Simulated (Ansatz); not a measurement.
**How methods differ on AlH3O (AlH2(OH))**

The species is AlH3O (5 atoms), meant as a singlet with charge 0. SMILES: `[H][Al]([H])[OH]`. The shape comes from GFN2-xTB, which is rough for such elements, and wasn't checked as a minimum.

```jsonl
{"atom": "Al", "x (Å)": "0.2718", "y (Å)": "0.4511", "z (Å)": "-0.1093"}
{"atom": "H", "x (Å)": "1.7990", "y (Å)": "0.4172", "z (Å)": "-0.2214"}
{"atom": "H", "x (Å)": "-0.4810", "y (Å)": "1.7690", "z (Å)": "-0.3118"}
{"atom": "O", "x (Å)": "-0.5554", "y (Å)": "-0.9200", "z (Å)": "0.2267"}
{"atom": "H", "x (Å)": "-1.0343", "y (Å)": "-1.7173", "z (Å)": "0.4158"}
```

Each level gives the energy change with the Al1–H2 bond stretched from 1.532 to 3.063 Å (eV). The values are calculated.

| level | kind | program | value (eV) | less FCI/STO-3G | CPU time (all runs) |
| --- | --- | --- | --- | --- | --- |
| SVWN5/STO-3G (restricted) | LDA | Ansatz | 5.47 | +0.64 | 2.5 s |
| B3LYP/STO-3G (restricted) | global hybrid | Ansatz | 5.78 | +0.95 | 2.6 s |
| r2SCAN0/STO-3G (restricted) | hybrid meta-GGA | Ansatz | 6.25 | +1.42 | 5.6 s |
| CAM-B3LYP/STO-3G (restricted) | range-separated hybrid | Ansatz | 6.35 | +1.52 | 3.7 s |
| B2PLYP/STO-3G (restricted) | double hybrid | Ansatz | 5.89 | +1.06 | 4.3 s |
| CCSD(T)/STO-3G (restricted) | coupled cluster or CI | Ansatz | 4.79 | -0.04 | 0.63 s |
| CCSD/STO-3G (restricted) | coupled cluster or CI | Ansatz | 4.99 | +0.16 | 0.74 s |
| FCI/STO-3G | exact in the basis | Ansatz | 4.83 | 0.00 | 4.7 s |

FCI/STO-3G is exact within its basis and frozen core, so for wave-function methods in that basis the difference is their error; functionals converge differently with the basis, so for them it is only a difference. The first shape isn't each level's own minimum. The values span 4.79 to 6.35 eV. All rows use very small basis sets, so even the best lies far from the true value. CPU times are rough (shared hosts, several kinds of processor): they show what a rung costs within a factor of a few.
